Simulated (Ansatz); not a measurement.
Ansatz (an electronic-structure program) input (MP2/def2-TZVPP): A basis named .json is the Basis Set Exchange file of that set (core-valence sets with the plain set on hydrogen).

Ansatz 0.2 input:
```yaml
crystal:
  periodic: [false, false, false]
  atoms:
    - {symbol: C, position_ang: [0.00000000, -0.00000000, 0.00000000]}
    - {symbol: H, position_ang: [-0.00996657, 1.09156801, -0.02069198]}
    - {symbol: H, position_ang: [0.95018374, -0.53760457, -0.01343118]}
    - {symbol: H, position_ang: [-0.94021717, -0.55396344, 0.03412316]}
basis:
  gaussian:
    orbitals: def2-TZVPP
    fitting: {mean_field: def2-universal-jkfit, correlation: aug-cc-pVTZ-RIFIT.json}
total_charge: 1
magnetization: {spin_polarized: false}
correlation: {method: mp2, electrons: outside_noble_gas}
```

Output:

```
Functional definition: HF
integrals: 0.01 GiB planned
129 factors; integrals over basis functions are off by at most 1.0e0 eV
244 factors; integrals over basis functions are off by at most 6.7e-1 eV
mean field: 0.07 GiB planned
mean field evaluation 1: about -1067.4159 eV, gradient 1.5e1 eV
mean field evaluation 2: about -1067.9711 eV, gradient 3.2e0 eV
mean field evaluation 4: about -1068.0026 eV, gradient 6.7e-2 eV
mean field -1068.00262028 eV, -39.2483723769 hartree, gradient 6.0e-7 eV, S^2 0.000000; 0 other end points of the search recorded, 0 dependent functions left out
1 core orbitals not correlated
reference -1068.00262028 eV, -39.2483723769 hartree; 3, 3 occupied and 69, 69 virtual orbitals, 244 factors
second order -3.56863257 eV of doubles, -0.00000000 eV of singles
Total energy: -1071.57125285 eV, -39.3795172051 hartree
```
